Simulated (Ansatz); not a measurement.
C₃H₃NO, SMILES `C=C1N=C1O`. The species carries charge 0 and has multiplicity 1.

```xyz
8

C    -1.4733    0.1544    0.7910
C    -0.3595   -0.1525    0.1599
N     0.4207   -1.2320   -0.4332
C     0.8676   -0.0396   -0.4567
O     1.8940    0.6506   -0.8686
H    -2.1987   -0.6107    1.0334
H    -1.6732    1.1786    1.0735
H     2.5225    0.0512   -1.2993
```

(1) List the harmonic frequencies (cm⁻¹, unscaled) at PBE0-D4/def2-TZVP in Ansatz. (Estimate.)

(2) Is this a minimum?

(3) Give the ideal-gas thermochemistry at 298.15 K and 1 bar (rigid rotor, harmonic oscillator; point group Cs, symmetry number 1).

(4) Rotational constants (cm⁻¹)?

## Answers

(1) The calculation gave: 262, 320, 496, 542, 613, 724, 768, 798, 846, 1051, 1194, 1392, 1485, 1697, 2011, 3181, 3275, 3750.

(2) Yes, all 18 modes are real.

(3) Zero-point energy 146.0 kJ/mol; H(298) − E = 160.7 kJ/mol; entropy 289.2 J/(mol·K), of which translation 161.7, rotation 103.9, vibration 23.7; G(298) − E = 74.5 kJ/mol.

(4) 0.5761, 0.1299, 0.106.
